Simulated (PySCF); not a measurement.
How methods differ on the electron affinity of F

F⁻ [Ne] (1S) → F [He] 2s2 2p5 (2P), as a difference of total energies. All numbers are calculated (PySCF 2.14, the spin-free X2C one-electron Hamiltonian (Gaussian nucleus), in dyall-acv3z (15s9p4d2f, 76 functions)). Correlated levels: valence and next inner shell: nothing frozen; virtual orbitals above 40 to 60 times the deepest correlated orbital energy dropped. The calculations carry no spin-orbit coupling.

```tsv
method	electron affinity (eV)	plus first-order spin-orbit estimate	error of that sum (eV)
UHF	1.166	1.149	-2.252
MP2 (valence and next inner shell)	3.633	3.615	+0.214
SCS-MP2 (valence and next inner shell)	3.444	3.426	+0.025
CCSD (valence and next inner shell)	3.134	3.117	-0.284
CCSD(T) (valence and next inner shell)	3.304	3.286	-0.115
```

Reference: 3.401 eV (measured; photodetachment measurements, as compiled on the Wikipedia data page of electron affinities).

A first-order spin-orbit estimate (lowest level to lowest level, LS coupling) adds -0.018 eV.

Errors of the correlated levels include the incompleteness of this basis.
